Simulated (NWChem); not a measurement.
# CH3 cation

```xyz
4

C      0.0000     0.0000     0.0000
H      0.7807     0.7807     0.0000
H      0.2858    -1.0664     0.0000
H     -1.0664     0.2858     0.0000
```
Atoms are numbered in this order, from 1.

Level: PBE0/def2-SVP (NWChem); excitation at 532 nm, off resonance, unscaled harmonic frequencies. Coordinates come from a PBE0/def2-SVP optimisation.

Give the Raman lines with relative activities.


```tsv
wavenumber (cm⁻¹)	relative intensity
1377	6.8
3040	100
3263	41
```
